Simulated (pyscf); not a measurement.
`[OH][B]([OH])[OH]` + `[CH2]=[CH2]` -> `[CH3][CH2][O][B]([OH])[OH]`, gas phase, singlet surface. Single points on ωB97X-D3(BJ)/def2-SVP structures (PySCF, gas phase). ΔG in kcal/mol from ωB97M-D3(BJ)/def2-TZVP energies (ideal gas, 1 atm, RRHO with modes under 100 cm⁻¹ raised to 100, one conformer, R ln 2 for chiral ones without a mode under 150 cm⁻¹).

```
T (K)     ΔG
-----  -----
298     -3.4
600        ?
900    +17.8
1200   +28.0
```

Problem. Fit a line to the three values, predict ΔG at 600 K, and estimate where the reaction turns unfavourable at 1 atm of each gas.

Solution. Least squares gives ΔG = -13.7 + 34.9 × T/1000 K, so ΔS is about -146 J/(mol K) and ΔH about -13.7 kcal/mol over this range (ΔH at 298 K: -13.9). At 600 K the line gives +7.2; the computed value is +7.3. ΔG = 0 falls near 390 K; 1 kcal/mol in the energy moves that by 29 K. This is thermodynamics alone and says nothing of the barrier.
